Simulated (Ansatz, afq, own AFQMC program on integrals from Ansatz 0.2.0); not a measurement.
## Where AFQMC and coupled cluster stand for BGeH3, quintet

```yaml
atoms:
  - { symbol: Ge, position_ang: [0.0000, 0.0153, 0.2548] }
  - { symbol: B, position_ang: [0.0000, -0.1694, -1.6836] }
  - { symbol: H, position_ang: [0.0000, 1.3104, 1.0937] }
  - { symbol: H, position_ang: [0.0000, -1.1983, 1.1926] }
  - { symbol: H, position_ang: [0.0000, 0.6029, -2.5878] }
```

Connectivity, by distances: GeH2–BH.

Basis cc-pVDZ. Only valence electrons are correlated. AFQMC by an in-house program on the Cholesky factors that Ansatz 0.2.0 writes for its CCSD(T) run. ph-AFQMC/CISD is guided by a CISD state made of CCSD amplitudes; releasing the constraint for a short imaginary time cuts its bias at the price of noise, slowly where states lie close. Uncertainties: one standard error, sampling alone. No spin–orbit coupling.

Determinant: UHF, the one that the program's search chose, which needn't be the lowest solution. The geometry is a PBE0/def2-TZVP stationary point of this or a neighbouring charge and spin state.

No full CI on the walks' own integrals is used here; CCSDT(Q) serves as the reference and is uncertain by about the last step of the cluster series.

Cautions: no relativity below Rb; no spin-orbit coupling; inner d shell frozen; another spin lies lower (by 5.54 eV); the released energies are still falling, so no released level is given (meV from the phaseless value at times in 1/Eh: -7 ± 3 at 0.24, -8.2 ± 2.3 at 0.51, -11.1 ± 1.9 at 0.99, -18.3 ± 2.0 at 1.62, -20.4 ± 2.1 at 2.40), though the last usable value meets CCSDT(Q) within the noise.

The T1 diagnostic is 0.0335, the weight of the determinant in the CISD state is 0.872 and the ⟨S²⟩ of the determinant is 6.009. The size of the correlated space is 10 electrons in 41 orbitals.

| level | correlation energy (eV) |
| --- | --- |
| MP2 | -3.6269 |
| CCSD | -4.6728 |
| CCSD(T) | -4.8072 |

Problem. Estimate where phaseless AFQMC with a CISD trial lies against CCSD(T) on the same integrals.

Solution. 2.1 ± 0.3 kJ/mol below CCSD(T).

Reference: CCSDT(Q), correlation energy -4.848 eV.

```csv
level,E − E(reference) (kJ/mol),share of correlation (%)
CCSD(T),4.0,99.15
CCSDT,0.5,99.89
ph-AFQMC/CISD,1.9 ± 0.3,99.60
```

A walk keeps the symmetry of its determinant, which the program's search chose and which needn't be the lowest solution, so a lower state of the same spin and another symmetry isn't excluded.
